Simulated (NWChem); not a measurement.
# One shape, several levels: SiH3F (SMILES F[SiH3])

We compute a comparison of 4 runs (HF/STO-3G, HF/3-21G, B3LYP/6-31G*) of SiH3F. 

Program for the calculation: NWChem 7.3.0.

1 further run of the same task is left out (set aside as unsound or not needed).

## 1. The structure to begin with

SiH3F has 5 atoms, charge 0, and is taken as a singlet. SMILES: `F[SiH3]`. The Si2–H3 distance was set to 3.260 Å, away from the relaxed value. At this shape a bond of the SMILES string is far longer than usual.

Bond lengths: F1–Si2 1.600 Å, Si2–H4 1.482 Å, Si2–H5 1.482 Å. Angles: F1–Si2–H4 108.3°, F1–Si2–H5 108.3°, H4–Si2–H5 110.6°.

## 2. A single-point energy at HF/STO-3G (run 1)

Contents of fh3si.xyz:

```xyz
5
FH3Si hf
F     -0.781271     0.370764     2.553632
Si     0.536629     0.188664     1.664932
H     -0.367800    -0.192600    -1.443700
H      1.261929    -1.009936     2.147232
H      1.373829     1.401364     1.819032
```

Contents of fh3si.nw:

```
start fh3si
title "FH3Si hf"
memory total 2200 mb

geometry noautosym nocenter noautoz
   load fh3si.xyz
end

basis spherical bse
   * library STO-3G
end

scf
   thresh 1e-08
   maxiter 80
   noprint "final vectors analysis"
end

task scf energy
```

On the command line:

```
$ nwchem fh3si.nw > fh3si.out
```

Log:

```text
[...]
  functions       =    17
[...]
  wavefunction    = RHF
[...]
         Total SCF energy =   -385.051796618153
      One-electron energy =   -656.612387619203
      Two-electron energy =    212.148541235924
 Nuclear repulsion energy =     59.412049765126
        Time for solution =      0.5s
[...]
```

It took 1.1 s on 1 thread of Intel Xeon Platinum 8259CL at 2.50GHz (Skylake/Cascade Lake), shared host; peak memory 0.099 GiB.

## 3. A single-point energy at HF/3-21G (run 2)

Contents of fh3si.nw:

```
start fh3si
title "FH3Si energy"
memory stack 880 mb heap 220 mb global 1100 mb

geometry units angstroms noautosym nocenter noautoz
 F     -0.781271     0.370764     2.553632
 Si     0.536629     0.188664     1.664932
 H     -0.367800    -0.192600    -1.443700
 H      1.261929    -1.009936     2.147232
 H      1.373829     1.401364     1.819032
end

basis spherical bse
 * library 3-21G
end

scf
 thresh 1e-08
 maxiter 80
end

task scf energy
```

On the command line:

```
$ nwchem fh3si.nw > fh3si.out
```

Log:

```text
[...]
  functions       =    28
[...]
  wavefunction    = RHF
[...]
         Total SCF energy =   -387.869099016230
      One-electron energy =   -656.848081858982
      Two-electron energy =    209.566933077625
 Nuclear repulsion energy =     59.412049765126
        Time for solution =      0.5s
[...]
```

Wall time 1.1 s (1 thread of Intel Xeon Platinum 8259CL at 2.50GHz (Skylake/Cascade Lake), shared host); peak memory 0.098 GiB.

Run 3 isn't shown in full; the table further down has it.

## 4. The energy at B3LYP/6-31G(d) (Cartesian functions) (run 4)

Contents of run.nw:

```
start run
title "FH3Si energy"
memory 2200 mb
charge 0

geometry noautosym nocenter noautoz
F       -0.781271       0.370764       2.553632
Si       0.536629       0.188664       1.664932
H       -0.367800      -0.192600      -1.443700
H        1.261929      -1.009936       2.147232
H        1.373829       1.401364       1.819032
end

basis
* library 6-31G*
end

dft
xc b3lyp
grid xfine
convergence energy 1e-08
iterations 100
mulliken
print medium
end

task dft energy
```

On the command line:

```
$ nwchem run.nw > run.out
```

Log:

```text
[...]
          Wavefunction type:  closed shell.
          No. of atoms     :     5
          No. of electrons :    26
[...]
          Charge           :     0
          Spin multiplicity:     1
[...]
          AO basis - number of functions:    40
[...]
              XC Information
              --------------
                         B3LYP Method XC Potential
                     Hartree-Fock (Exact) Exchange  0.200
                        Slater Exchange Functional  0.800 local
                    Becke 1988 Exchange Functional  0.720 non-local
              Lee-Yang-Parr Correlation Functional  0.810
                  VWN I RPA Correlation Functional  0.190 local
[...]
 d= 0,ls=0.0,diis     1   -390.9201481322 -4.50D+02  5.47D-02  5.19D-01     1.3
[...]
 d= 0,ls=0.0,diis    11   -391.0141776864 -1.30D-09  5.63D-07  7.54D-10    10.5
         Total DFT energy =     -391.014177686371
      One electron energy =     -659.653079169632
           Coulomb energy =      241.606008610323
    Exchange-Corr. energy =      -32.379156892187
 Nuclear repulsion energy =       59.412049765126
[...]
      Total Density - Mulliken Population Analysis
     ---------------------------------------------
    Atom       Charge   Shell Charges
 -----------   ------   -------------------------------------------------------
    1 F    9     9.35   1.99  0.95  3.31  0.93  2.09  0.07
    2 Si  14    13.42   2.00  1.99  5.96  1.08  1.53  0.32  0.40  0.13
    3 H    1     1.12   0.33  0.79
    4 H    1     1.05   0.50  0.55
    5 H    1     1.05   0.50  0.55
[...]
```

Run time: 11 s. Hardware: 1 thread of Intel Xeon Platinum 8259CL at 2.50GHz (Skylake/Cascade Lake), shared host; peak memory 0.13 GiB.

## 5. Overview of the runs

| run | level | iteration cap | module | energy (Eh) | dipole moment (D) | wall time |
| --- | --- | --- | --- | --- | --- | --- |
| 1 | HF/STO-3G | 80 | scf | -385.051797 | 1.94 | 1.1 s |
| 2 | HF/3-21G | 80 | scf | -387.869099 | 2.35 | 1.1 s |
| 3 | B3LYP/6-31G* (spherical functions) | 100 | dft | -391.011200 | 2.29 | 11 s |
| 4 | B3LYP/6-31G* (Cartesian functions) | 100 | dft | -391.014178 | 2.30 | 11 s |

## 6. Outcome

```
            quantity          value
 run 4: total energy  -391.01418 Eh
run 4: dipole moment         2.30 D
  run 4: HOMO energy       -6.38 eV
  run 4: LUMO energy       -3.85 eV
run 4: HOMO–LUMO gap        2.54 eV
```

What this shows: The dipole moment (its size) runs from 1.94 D (HF/STO-3G) to 2.35 D (HF/3-21G). Over runs 2, 3, 4 the HOMO–LUMO gap runs from 2.54 eV (B3LYP/6-31G*) to 7.14 eV (HF/3-21G). The two ends differ in method and basis. In run 1 the basis is minimal, so the values are rough. In runs 1, 2, 3, 4 a closed-shell determinant meets a far-stretched bond, which it describes badly. All runs together took 24 s, the longest 11 s.
